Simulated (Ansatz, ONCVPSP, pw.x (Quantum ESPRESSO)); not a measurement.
## aluminium (Al): one change to the ONCV potential, in the atom and in the fcc crystal

Al, optimised norm-conserving Vanderbilt (ONCV), made with ONCVPSP 4.0.1 (PBE, scalar-relativistic). Core [Ne], reference 3s2 3p1. Waves: 3s: rc 1.90 bohr, ncon 3, nbas 5, qcut 2.9 1/bohr, 1 projector; 3p: rc 1.90 bohr, ncon 3, nbas 7, qcut 3.9 1/bohr, 1 projector; d scattering state at 0.09 Ha: rc 1.45 bohr, ncon 4, nbas 9, qcut 7.1 1/bohr, 2 projectors, debl 1.4 Ha. Local part: polynomial inside 1.30 bohr (lpopt 4, dvloc0 0 Ha). Core correction: Teter function, fcfact 2.75, rcfact 1.2.

Change: core correction polynomial model core, fcfact 0.65.

Cutoffs, loose and tight: the cutoffs (Ha) at which the residual kinetic energy of the hardest occupied pseudo-wave falls to 1 and 0.1 mHa per electron. They do not see the model core or the augmentation charge, which bear on the density cutoff. Test errors are all-electron minus pseudo excitation energies from the reference, over the configurations 3s2 3p0; 3s1 3p0; 3s2 3p0.5; 3s0 3p3; variants that change the core or the reference have their own tests.

Crystal test: fcc Al in pw.x 7.5, no spin, 14³ k-points, Fermi–Dirac smearing 0.01 Ry, cutoffs set for each file from its atomic test. The reference is all-electron LAPW (Ansatz 0.2.0) with the same functional, mesh and smearing; V0 and B0 come from Birch–Murnaghan fits to the pressures at five volumes. Errors are pseudo minus all-electron; Δ is the rms difference of the E(V) curves that follow from these fits, minima aligned, over ±6 % about the mean V0. Mesh and smearing are coarse, so the numbers serve the comparison and aren't converged zero-temperature values; the lattice is a test structure that the element need not adopt.

All-electron: a0 = 4.040 Å (V0 = 16.49 Å³/atom), B0 = 76.6 GPa.

Problem. Does the change bring the crystal closer to the all-electron result?

Solution. The mean pressure error goes from +0.09 to -0.80 GPa, so the change moves the solid further from the all-electron pressures.

| quantity | base | changed |
| --- | --- | --- |
| outcome (atom) | generated | generated |
| cutoff, loose (atom) | 8.2 Ha | 8.2 Ha |
| cutoff, tight (atom) | 14 Ha | 14 Ha |
| bound ghosts (atom) | none | none |
| largest test error (meV) (atom) | +27 | +25 |
| cutoffs in pw.x (Ry) | 50/200 | 50/200 |
| a0 (Å) | 4.042 | 4.026 |
| a0 error (%) | +0.04 | -0.35 |
| B0 error (%) | -0.6 | +1.0 |
| Δ (meV/atom) | 0.3 | 2.9 |
| mean pressure error (GPa) | +0.09 | -0.80 |

Base: The cutoffs count occupied waves only; projector 2 of the d channel, the hardest unoccupied one, needs 21 Ha at the loose tolerance. Changed file: The cutoffs count occupied waves only; projector 2 of the d channel, the hardest unoccupied one, needs 21 Ha at the loose tolerance.
